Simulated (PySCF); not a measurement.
All of these have the formula C6H4N4. Computed with TDDFT CAM-B3LYP/def2-SVPD, vertical, gas phase, core orbitals frozen in the response in PySCF. Geometries: GFN2-xTB; one conformer of each isolated species. Triplets are in the Tamm–Dancoff approximation. 'Strongest' means the level of largest summed f among the lowest 8 singlets; it needn't be the same kind of state in each.

Question: Rank by computed lowest singlet excitation energy, lowest first.
A. `C#CCn1cc(C#N)nn1`
B. `c1cnc2nccnc2n1`
C. `C=Cc1nncc(C#N)n1`
D. `C=Cc1ncnc(C#N)n1`

Answer: C (2.89 eV), B (3.07 eV), D (4.36 eV), A (5.83 eV).

```csv
SMILES,S1 (eV),LUMO (eV),f (S1),HOMO (eV),strongest (eV),first f ≥ 0.01 (nm),S1 mainly
C=Cc1nncc(C#N)n1,2.89,-2.07,0.003,-8.94,5.36,274,H→L (96%)
c1cnc2nccnc2n1,3.07,-1.91,0.000,-8.65,4.62,268,H→L (97%)
C=Cc1ncnc(C#N)n1,4.36,-1.78,0.000,-9.71,5.42,238,H-1→L (76%)
C#CCn1cc(C#N)nn1,5.83,-0.17,0.006,-9.50,6.36,195,H-1→L+1 (46%)
```

H and L stand for HOMO and LUMO.
